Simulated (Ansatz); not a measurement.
Input for Ansatz (development build ahead of 0.2.0):

```yaml
crystal:
  periodic: [false, false, false]
  atoms:
    - { symbol: "N", position_ang: [0.05228, -0.0272, -1.4444] }
    - { symbol: "N", position_ang: [-0.04732, 0.00592, -0.04553] }
    - { symbol: O, position_ang: [-0.04801, 0.00201, 1.28976] }
basis:
  gaussian: { orbitals: def2-SVP }
hamiltonian:
  xc: hf
```

The input is written out in the form of the current development build from the run's settings.

Results

| Quantity | Value |
| --- | --- |
| Converged | yes |
| Total energy | -183.32674 hartree |
| Spin squared of the determinant | 0.000 |

Caution: stretched shape with no unrestricted run beside it, a lower state can exist.
